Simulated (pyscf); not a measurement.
Four-centre exchange: `[CH2]=[CH2]` + `[NH3]` -> `[CH2]=[CH][NH2]` + `[H][H]`

Gas phase, singlet surface, charge 0. Bonds broken: C1–H3, N7–H8. Bonds formed: C1–N7, H3–H8. PySCF, gas phase, ωB97X-D3(BJ)/def2-SVP geometries.

Transition state (Å):

```xyz
10

C     -1.0840    -0.0005    -0.4687
C     -1.1244     0.6317     0.7341
H     -1.2569    -1.6937    -0.7749
H     -1.8267     0.2085    -1.2391
H     -0.3475     0.4711     1.4896
H     -2.0445     1.1201     1.0625
N      0.2593    -0.2779    -1.0694
H     -0.0750    -1.2615    -1.4382
H      0.6295     0.4767    -1.6645
H      0.9304    -0.4642    -0.3195
```

One imaginary mode, 1290i cm⁻¹; descent along it reached the two sides named.

```json
[
 {"bond": "C1–H3", "change": "breaks", "reactant side (Å)": "1.096", "saddle": "1.729", "product side": "4.3"},
 {"bond": "N7–H8", "change": "breaks", "reactant side (Å)": "1.020", "saddle": "1.102", "product side": "2.6"},
 {"bond": "C1–N7", "change": "forms", "reactant side (Å)": "3.4", "saddle": "1.497", "product side": "1.392"},
 {"bond": "H3–H8", "change": "forms", "reactant side (Å)": "5.0", "saddle": "1.423", "product side": "0.762"}
]
```

Electronic energies relative to the separated reactants (kJ/mol):

```tsv
level	barrier	reaction energy	reverse barrier
ωB97X-D3(BJ)/def2-TZVP	373.0	+55.0	318.0
PBE/def2-TZVP	321.1	+47.0	274.1
r²SCAN/def2-TZVP	340.4	+48.1	292.3
B3LYP-D3(BJ)/def2-TZVP	353.6	+52.7	301.0
PBE0-D3(BJ)/def2-TZVP	339.8	+50.5	289.3
M06-2X/def2-TZVP	367.4	+50.2	317.2
ωB97M-D3(BJ)/def2-TZVP	366.9	+58.3	308.6
HF/def2-TZVP	457.9	+75.1	382.9
```

With ωB97M-D3(BJ)/def2-TZVP energies and thermal terms (ideal gas, 1 atm, RRHO with modes under 100 cm⁻¹ raised to 100, one conformer, R ln 2 for chiral ones without a mode under 150 cm⁻¹), in kJ/mol:

```tsv
T (K)	ΔH‡	ΔG‡	ΔH	ΔG
298	354.9	396.3	+42.7	+47.2
600	355.6	438.3	+47.7	+49.9
900	359.0	479.0	+52.3	+50.0
1200	363.2	518.4	+55.9	+48.7
```

The same reactants have a lower exit, to H₃C–CH₂–NH₂ (barrier +221.5 kJ/mol at ωB97M-D3(BJ)/def2-TZVP, against +366.9 kJ/mol here). One saddle was located; it need not be the lowest between these sides.
